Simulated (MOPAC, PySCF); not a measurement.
CH2O2, SMILES `O=CO` (O–C–O–H torsion 0°), neutral singlet in the gas phase. 

Cartesian coordinates (Å):
```xyz
5

O     -0.5070     1.2243     0.1676
C     -0.4147     0.0423     0.0247
O      0.7319    -0.6287    -0.1084
H     -1.2614    -0.6573    -0.0175
H      1.4512     0.0195    -0.0664
```
Charge 0, spin multiplicity 1.

All levels are single points at this geometry (PBE0-D3(BJ)/def2-TZVP); Pople sets use spherical d functions. Orbital energies aren't observables, and empty levels follow the basis.

```tsv
level	HOMO (eV)	LUMO (eV)	gap (eV)	dipole (D)	vertical IE, Delta-SCF (eV)
TPSSh-D3(BJ)/def2-TZVP in PySCF	-7.61	-0.62	6.99	1.54	–
B3LYP/3-21G in PySCF	-7.63	0.37	8.00	1.28	–
B3LYP/6-311+G** in PySCF	-8.43	-0.62	7.81	1.51	–
B3LYP/6-31G* in PySCF	-7.90	0.13	8.03	1.45	11.25
BP86/6-31G* in PySCF	-6.54	-0.86	5.69	1.44	–
M06-2X/6-31G* in PySCF	-9.94	1.54	11.48	1.42	–
SVWN5/6-31G* in PySCF	-6.57	-1.01	5.57	1.45	11.36
HF/3-21G in PySCF	-12.53	4.99	17.52	1.32	–
HF/6-31G* in PySCF	-12.72	4.94	17.66	1.59	10.01
AM1 in MOPAC	-11.78	1.16	12.94	1.29	–
PM3 in MOPAC	-11.53	1.06	12.59	1.40	–
PM6 in MOPAC	-11.54	0.22	11.75	1.51	–
PM7 in MOPAC	-11.51	0.60	12.10	1.39	–
```
